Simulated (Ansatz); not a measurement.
Ansatz (an electronic-structure program) input (CCSD(T)/cc-pwCVTZ): A basis named .json is the Basis Set Exchange file of that set (core-valence sets with the plain set on hydrogen).

Ansatz 0.2 input:
```yaml
crystal:
  periodic: [false, false, false]
  atoms:
    - {symbol: F, position_ang: [0.00000000, 0.00000000, 0.00000000]}
basis:
  gaussian:
    orbitals: cc-pwCVTZ.json
total_charge: -1
magnetization: {spin_polarized: false}
correlation: {method: ccsd_t, frozen_orbitals: {F: 0}}
scf: {lower_state_search: full}
```

Output:

```
Functional definition: HF
integrals: 0.01 GiB planned
260 factors; integrals over basis functions are off by at most 1.1e-4 eV
mean field: 0.06 GiB planned
mean field evaluation 1: about -2704.2919 eV, gradient 3.2e1 eV
mean field evaluation 2: about -2704.3156 eV, gradient 3.2e1 eV
mean field evaluation 4: about -2705.4812 eV, gradient 6.8e-1 eV
mean field evaluation 8: about -2705.4837 eV, gradient 5.1e-4 eV
mean field evaluation 16: about -2705.4837 eV, gradient 2.4e-6 eV
mean field -2705.48370668 eV, -99.4246923779 hartree, gradient 2.4e-6 eV, S^2 0.000000; 0 other end points of the search recorded, 0 dependent functions left out
reference -2705.48370668 eV, -99.4246923779 hartree; 5, 5 occupied and 38, 38 virtual orbitals, 260 factors
second order -8.99266517 eV of doubles, -0.00000000 eV of singles
coupled cluster: 0.06 GiB planned
cycle   1  -8.85691914 eV  change    1.4e-1 eV  update   3.1e-2
cycle   2  -8.97096130 eV  change   -1.1e-1 eV  update   7.2e-3
cycle   3  -8.98550353 eV  change   -1.5e-2 eV  update   2.5e-3
cycle   4  -8.98583093 eV  change   -3.3e-4 eV  update   3.3e-4
cycle   5  -8.98607629 eV  change   -2.5e-4 eV  update   4.1e-5
cycle   6  -8.98607763 eV  change   -1.3e-6 eV  update   8.4e-6
perturbative correction -0.17279201 eV, -0.0063499892 hartree
Total energy: -2714.64257632 eV, -99.7612746290 hartree
```
